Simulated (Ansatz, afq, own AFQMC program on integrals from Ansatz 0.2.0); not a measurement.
Two steps: Ansatz 0.2.0 writes the Fock matrix and Cholesky factors of the valence space, and afq projects on them the lowest state that overlaps trial and start.

```yaml
crystal:
  periodic: [false, false, false]
  atoms:
    - {symbol: N, position_ang: [0.000000, -0.189138, 0.585327]}
    - {symbol: N, position_ang: [0.000000, 0.189138, -0.585327]}
    - {symbol: H, position_ang: [0.000000, 0.659783, 1.174555]}
    - {symbol: H, position_ang: [0.000000, -0.659783, -1.174555]}
basis:
  gaussian: {orbitals: cc-pVDZ}
magnetization: {spin_polarized: true, initial_magnetization: 0}
correlation: {method: ccsd_t, electrons: outside_noble_gas, hamiltonian_folder: ham}
```

```sh
$ ansatz run in.yaml --threads 1 --pin off --events-out ev --progress --plain --max-ram 1382MiB
```

afq runs on the folder ham with

```
--method phaseless --trial hf --walkers 120 --populations 1 --least-time 40 --time-step 0.005 --steps-per-block 20 --equilibration-blocks 112 --max-blocks 600 --target-error 0.00126 --factor-cut 1e-05 --start spin_pure --seed 5881 --taylor-order 6
```

Times are imaginary, in 1/Eh. The walk had a cap of 513 s.

Log:

```
orbitals 36  electrons 6 6  factors 286 of 358
reference energy -110.00782016 Eh
CCSD correlation -0.34682059 Eh in 11 cycles, weight of the determinant in the CISD state 0.8831
energy of the start -110.007821 Eh
 block  time / (1/Eh)  mean weight  energy / Eh
     1     0.100  1.0024  -110.097841
     2     0.200  1.0009  -110.165253
     3     0.300  1.0026  -110.212201
     4     0.400  1.0037  -110.258207
     5     0.500  1.0030  -110.300005
    10     1.000  1.0011  -110.343513
    86     8.600  0.9965  -110.332098
   103    10.300  0.9987  -110.299005
   171    17.100  0.9991  -110.353205
   256    25.600  1.0003  -110.359539
   341    34.100  1.0019  -110.394365
   426    42.600  1.0030  -110.395389
   511    51.100  1.0006  -110.422025
   596    59.600  1.0032  -110.429607
   681    68.100  0.9986  -110.338694
   698    69.800  0.9974  -110.393318
blocks merged  error / Eh  count
     1  0.001343  600
     2  0.001755  300
     4  0.002188  150
     8  0.002708  75
    16  0.003343  37
    32  0.003353  18
    64  0.003687  9
energy -110.366011 +/- 0.003353 Eh
(rows thinned)
```

The run passed its tests (sampling time, drift between the halves within three errors, error under three times the target), which doesn't prove that it has relaxed. The second half of the sampling lies below the first by 2.4 errors of their difference, so the energy may still be moving and its error bar be too small.

Against this walk (error 91.2 meV) on the same determinant: CCSD(T) 0.5 meV lower (within the noise), CCSDT(Q) 42.2 meV lower (within the noise), a separate phaseless walk with a CISD trial and standard settings 27.0 ± 92.8 meV lower (within the noise). The error is statistical and leaves out the bias of the constraint.

Cautions: constraint bias not in the error; error above the target (91.2 against 34.3 meV); an unrestricted solution with more broken spin lies lower (21 meV, ⟨S²⟩ 0.14), while this determinant keeps restricted orbitals.

The walk took 2.3 min on 1 thread of AMD EPYC 9R45 96-Core Processor (Zen 5), with other jobs on the host. The log's last line is the phaseless energy.

CCSDT and higher add their correlation energy to the determinant of the CCSD(T) run, since their own runs factorise the integrals more tightly (a shift of under 2 meV). A walk keeps the symmetry of its determinant, which the program's search chose and which needn't be the lowest solution, so a lower state of the same spin and another symmetry isn't excluded.
